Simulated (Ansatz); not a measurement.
Input file for C$_{3}$H$_{4}$N$_{2}$O (`C/N=C(/O)C#N`):

```yaml
crystal:
  periodic: [false, false, false]
  atoms:
    - {symbol: C, position_ang: [-0.333210, -1.018645, 0.982902]}
    - {symbol: N, position_ang: [0.692552, -0.468407, 0.139351]}
    - {symbol: C, position_ang: [0.474435, 0.513953, -0.610617]}
    - {symbol: O, position_ang: [1.412732, 1.045266, -1.405100]}
    - {symbol: C, position_ang: [-0.792379, 1.207066, -0.729735]}
    - {symbol: N, position_ang: [-1.826170, 1.707751, -0.771801]}
    - {symbol: H, position_ang: [-0.463348, -2.074754, 0.735027]}
    - {symbol: H, position_ang: [-1.301993, -0.513196, 0.903272]}
    - {symbol: H, position_ang: [0.004272, -0.975179, 2.021240]}
    - {symbol: H, position_ang: [2.216210, 0.525044, -1.261339]}
basis:
  gaussian: {orbitals: def2-TZVPP}
correlation: {method: ccsd_t}
```

```sh
$ ansatz run in.yaml --threads 4 --pin off --events-out ev --progress --plain --max-ram 10444MiB
```

The program prints (abridged):

```
Functional definition: HF
1494 factors; integrals over basis functions are off by at most 1.1e-3 eV
mean field evaluation 1: about -8152.4511 eV, gradient 4.5e1 eV
mean field evaluation 2: about -8152.8400 eV, gradient 4.5e1 eV
mean field evaluation 4: about -8157.3410 eV, gradient 6.7e0 eV
mean field evaluation 8: about -8157.4874 eV, gradient 6.4e-1 eV
mean field evaluation 16: about -8157.4899 eV, gradient 4.6e-6 eV
mean field -8157.48987783 eV, -299.7822236650 hartree, gradient 4.6e-6 eV, S^2 0.000000; 0 other end points of the search recorded, 0 dependent functions left out; unrestricted orbitals would lower it
6 core orbitals not correlated: weight in the atoms' cores, before any rotation towards them, 1.000 or more for the frozen orbitals, at most 0.000 for the correlated occupied ones
reference -8157.48987783 eV, -299.7822236650 hartree; 16, 16 occupied and 220, 220 virtual orbitals, 1494 factors
second order -29.92684285 eV of doubles, -0.00000000 eV of singles
cycle   1  -29.27203641 eV  change    6.5e-1 eV  update   1.4e-1
cycle   2  -30.11099495 eV  change   -8.4e-1 eV  update   4.3e-2
cycle   3  -30.30960290 eV  change   -2.0e-1 eV  update   2.0e-2
cycle   4  -30.29901380 eV  change    1.1e-2 eV  update   5.6e-3
cycle   5  -30.29965915 eV  change   -6.5e-4 eV  update   2.6e-3
cycle   6  -30.30170106 eV  change   -2.0e-3 eV  update   7.7e-4
cycle   7  -30.30143926 eV  change    2.6e-4 eV  update   3.6e-4
cycle   8  -30.30127871 eV  change    1.6e-4 eV  update   1.3e-4
cycle   9  -30.30130322 eV  change   -2.5e-5 eV  update   5.4e-5
cycle  10  -30.30129168 eV  change    1.2e-5 eV  update   2.2e-5
perturbative correction -1.45868964 eV, -0.0536058557 hartree
Total energy: -8189.24985916 eV, -300.9493814511 hartree
```

Hardware: 4 threads of an Arm Neoverse V1 on a shared host. Wall time 2.8 min, peak host memory 5.2 GiB.

MP2 recovers 94.2 % of the CCSD(T) correlation energy and the triples give 4.6 %; T1 = 0.0139.
